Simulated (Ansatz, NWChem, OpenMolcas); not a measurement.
**Strength of the B–N bond: BH2(NH2) → NH2 + BH2**

Species: BH2(NH2), singlet; NH2 `[NH2]`, doublet; BH2 (boron dihydride) `[BH2]`, doublet. 

Shapes, held fixed at every level: PBE0-D4/def2-TZVP. Programs: Ansatz 0.2.0, NWChem 7.3.0, OpenMolcas 26.06. A level may come from different programs for different species; with the same settings they agree closely. Electronic energies: no zero-point or thermal term.

```tsv
level	kind	ΔE (kJ/mol)
HF/STO-3G	Hartree–Fock	+572.0
HF/3-21G	Hartree–Fock	+514.0
HF/def2-SVP	Hartree–Fock	+488.9
B3LYP/6-31G* (Cartesian functions)	global hybrid	+609.2
PBE0/def2-SVP	global hybrid	+631.8
```

PBE0/def2-SVP gives ΔE = +631.8 kJ/mol; the levels span +488.9 to +631.8. The median of the levels is +572.0. Hartree–Fock misses the correlation of the pair that is broken and comes out low. No measured value is set beside it here. Open shells run unrestricted. PBE0/def2-SVP lies outside the range of all other levels here, so it shouldn't be taken on trust. Rows in sets without polarisation functions are far from converged.
